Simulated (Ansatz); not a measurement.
Consider the atomization: `CC(C)CS` → 4 C• + 10 H• + S•.

Program: Ansatz. Geometries: PBE0-D4/def2-TZVP. ΔE: electronic, gas phase. CCSD(T)/CBS is the MP2 limit (def2-TZVPP, def2-QZVPP) plus CCSD(T) − MP2 in def2-TZVPP, frozen cores. This one scheme is used for every species, atoms too. DFT in def2-TZVPP. No spin–orbit coupling; open shells (•) take unrestricted orbitals. Spin–orbit coupling would lower the free atoms: a little for C, S. Each species was taken in one conformer, which may not be the lowest.

Task: What is ΔE at CCSD(T)/CBS? (Estimate.)

Result: Computed: +5692.8 kJ/mol.

Task: What do these levels give: PBE-D4, PBE0-D4, ωB97X-V, CCSD(T)/def2-TZVPP, HF/def2-QZVPP, MP2/CBS(def2)? (Estimate.)

Result: Ansatz gave: PBE-D4 5785.0, PBE0-D4 5726.0, ωB97X-V 5703.4, CCSD(T)/def2-TZVPP 5569.4, HF/def2-QZVPP 4279.6, MP2/CBS(def2) 5736.1 kJ/mol.

Largest T1 diagnostic among the species: 0.010.

The D4 term adds +48.9 kJ/mol with B3LYP and +25.9 kJ/mol with PBE0; it sums over pairs of atoms, weighted by their polarisabilities, and B3LYP, whose exchange is more repulsive, gets the larger term. In def2-TZVPP, CCSD(T) changes the Hartree–Fock value by +1293.9 kJ/mol (the triples alone add +68.6 kJ/mol) and MP2 by +1337.1 kJ/mol; breaking electron pairs costs correlation energy, which Hartree–Fock lacks.

B3LYP here is the variant with VWN-RPA as its local correlation; programs differ in this.

For atomizations the MP2-based limit and the directly extrapolated one differ by several kJ/mol either way, and by 10 to 25 for some Ge, Se and Sn compounds, so smaller differences from it don't rank the levels.
